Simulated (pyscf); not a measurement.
PySCF, gas phase, ωB97X-D3(BJ)/def2-SVP geometries.

Question: For the elementary gas-phase step `[OH][SiH]([Cl])[Cl]` + `[F][Cl]` → `[OH][Si]([F])([Cl])[Cl]` + `[ClH]` (singlet surface; H–Si, Cl–F broken, F–Si, Cl–H formed), what barrier and reaction energy does ωB97M-D3(BJ)/def2-TZVP give, measured from the separated reactants?

Answer: ΔE‡ = 2.01 eV, ΔE = -4.49 eV. Zero-point energy shifts the barrier by -0.04 eV. It is a four-centre exchange, with an imaginary mode of 1136i cm⁻¹. This is the saddle that the search found; another between the same sides may lie lower. A restricted solution here is unstable towards spin polarisation, so biradical character is likely and single-reference numbers are less safe.
